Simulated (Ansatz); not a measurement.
This geometry of CH₄SSi (7 atoms, charge 0, multiplicity 1) is a first-order saddle point.

Level of theory: RKS PBE-D4/def2-SVPD (Ansatz 0.2.0).

```xyz
7
Properties=species:S:1:pos:R:3
C -0.701 0.651 -0.280
Si -0.159 -0.240 1.318
S 1.062 -1.897 0.384
H -1.110 -0.050 -1.038
H 0.218 1.081 -0.744
H -1.416 1.479 -0.100
H 2.167 -1.092 0.413
```

Which two structures does it join? (They come from a converged band through this point; their orientation in space is the band's.)

No bond is made or broken. The dihedral C1–Si2–S3–H7 goes from 178 to 0°.

Initial state:

```xyz
7
Properties=species:S:1:pos:R:3
C -0.834 0.629 -0.269
Si 0.572 0.273 0.995
S 1.313 -1.499 -0.014
H -1.164 -0.213 -0.908
H -0.466 1.438 -0.940
H -1.715 1.053 0.256
H 2.354 -1.749 0.833
```

Final state:

```xyz
7
Properties=species:S:1:pos:R:3
C -0.768 0.401 -0.163
Si 0.088 -0.022 1.509
S 1.879 -1.000 0.750
H -0.944 -0.513 -0.768
H -0.131 1.079 -0.771
H -1.744 0.900 -0.001
H 1.682 -0.913 -0.602
```

How far does it lie above each of them?

0.67 eV above the first and 0.58 eV above the second. This is the barrier of this one path; another mechanism may lie lower.

The run took 2.2 min on 2 threads of AMD EPYC 7R43 64-Core Processor (Zen 3), on a shared host, peak memory 0.15 GiB.
